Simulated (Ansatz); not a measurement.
# C2H3F2N: the cost of one run

All numbers below are computed with Ansatz 0.2.0 (RKS r2SCAN-D4/def2-SVPD).

## 1. The structure to begin with

Bond lengths: C1–N2 1.452 Å, N2–C3 1.276 Å, C3–F4 1.317 Å, C3–F5 1.359 Å, C1–H6 1.137 Å, C1–H7 1.044 Å, C1–H8 1.109 Å. Angles: C1–N2–C3 111.1°, N2–C1–H6 106.3°, N2–C1–H7 114.3°, N2–C1–H8 107.7°, H6–C1–H7 110.4°, H6–C1–H8 104.2°, H7–C1–H8 113.3°, N2–C3–F4 125.7°, N2–C3–F5 119.3°, F4–C3–F5 114.7°.

As a file:

```xyz
8

C    -0.7921   -0.2518    0.5781
N     0.2149    0.7555    0.2980
C     0.9944    0.3777   -0.6394
F     0.9485   -0.7850   -1.2555
F     2.0472    1.1632   -0.9862
H    -1.4869    0.1984    1.3579
H    -0.4067   -1.1610    0.9160
H    -1.4272   -0.3541   -0.3247
```

## 2. End point A

input.yaml reads:

```yaml
crystal:
  periodic: [false, false, false]
  atoms:
    - { symbol: C, position_ang: [-0.7921, -0.2518, 0.5781] }
    - { symbol: "N", position_ang: [0.2149, 0.7555, 0.298] }
    - { symbol: C, position_ang: [0.9944, 0.3777, -0.6394] }
    - { symbol: F, position_ang: [0.9485, -0.785, -1.2555] }
    - { symbol: F, position_ang: [2.0472, 1.1632, -0.9862] }
    - { symbol: H, position_ang: [-1.4869, 0.1984, 1.3579] }
    - { symbol: H, position_ang: [-0.4067, -1.161, 0.916] }
    - { symbol: H, position_ang: [-1.4272, -0.3541, -0.3247] }
basis:
  gaussian: { orbitals: def2-SVPD }
hamiltonian:
  xc: r2scan
  dispersion: d4
relax:
  f_tol: 0.015
  max_steps: 40
```

Command:

```console
$ ansatz run input.yaml --threads 2 --pin off --max-ram 3072MiB --backend cpu --events-out ev --progress --plain --runs-dir out
```

Q: Estimate wall time and peak memory on 2 threads of Arm Neoverse N1, shared host.

About 2 min, with a peak of 0.17 GiB.
